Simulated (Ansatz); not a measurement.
# CH6AlSi+ (SMILES [CH3][AlH][SiH2+]): functionals against CCSD(T) at one geometry

One table from this session's results is given with a row withheld; the runs are named, their logs left out.

Method: single points in def2-TZVPP; program: Ansatz 0.2.0, Gaussian basis.

Cores are frozen in the correlated methods.

## The starting structure

SMILES `[CH3][AlH][SiH2+]`, 9 atoms, charge 1, spin multiplicity 1.

Atoms are counted from 1 here; the program's logs count them from 0.

Bond lengths: C1–Al2 1.963 Å, C1–H4 1.084 Å, C1–H5 1.074 Å, C1–H6 1.110 Å, Al2–Si3 2.478 Å, Al2–H7 1.641 Å, Si3–H8 1.451 Å, Si3–H9 1.512 Å. Angles: Al2–C1–H4 115.2°, Al2–C1–H5 105.4°, Al2–C1–H6 115.3°, H4–C1–H5 110.7°, H4–C1–H6 100.2°, H5–C1–H6 110.1°, C1–Al2–Si3 143.5°, C1–Al2–H7 128.4°, Si3–Al2–H7 88.1°, Al2–Si3–H8 100.2°, Al2–Si3–H9 153.1°, H8–Si3–H9 106.5°.

Geometry (Å):

```
C    -0.8002    1.5302   -0.9223
Al    0.2004   -0.0458   -0.3142
Si    0.4658   -1.6292    1.5732
H    -1.8793    1.4318   -0.8935
H    -0.4632    1.7117   -1.9253
H    -0.6694    2.4433   -0.3047
H     1.4020   -0.8510   -1.0888
H     1.4764   -2.5155    1.0257
H     0.1926   -2.1073    2.9809
```

Set-up of the first run:

File run/in.yaml:

```yaml
crystal:
  periodic: [false, false, false]
  atoms:
    - {symbol: C, position_ang: [-0.800200, 1.530200, -0.922300]}
    - {symbol: Al, position_ang: [0.200400, -0.045800, -0.314200]}
    - {symbol: Si, position_ang: [0.465800, -1.629200, 1.573200]}
    - {symbol: H, position_ang: [-1.879300, 1.431800, -0.893500]}
    - {symbol: H, position_ang: [-0.463200, 1.711700, -1.925300]}
    - {symbol: H, position_ang: [-0.669400, 2.443300, -0.304700]}
    - {symbol: H, position_ang: [1.402000, -0.851000, -1.088800]}
    - {symbol: H, position_ang: [1.476400, -2.515500, 1.025700]}
    - {symbol: H, position_ang: [0.192600, -2.107300, 2.980900]}
basis:
  gaussian: {orbitals: def2-TZVPP}
total_charge: 1
correlation: {method: ccsd_t}
output: {forces: true}
```

No record of the launch command was kept for these runs.

Among the steps run: CCSD(T)/def2-TZVPP; PBE0-D4/def2-TZVPP; wB97M-V/def2-TZVPP; r2SCAN-D4/def2-TZVPP; PBE-D4/def2-TZVPP; r2SCAN0-D4/def2-TZVPP; HSE06-D4/def2-TZVPP.

One table of the session follows, with a row left open; its other results are not shown here.

```
    method  RMS force component (eV/Å)  angle to CCSD(T) forces (°)
   CCSD(T)                       0.581                    reference
   PBE0-D4                       0.564                          7.7
   wB97M-V                       0.598                          5.0
 r2SCAN-D4                       0.562                          7.8
    PBE-D4                           ?                            ?
r2SCAN0-D4                       0.581                          7.3
  HSE06-D4                       0.563                          7.8
```

Estimate the missing values for PBE-D4.

**Answer.** RMS force component (eV/Å): 0.555; angle to CCSD(T) forces (°): 16.9. In the column «RMS force component (eV/Å)» it is the lowest.
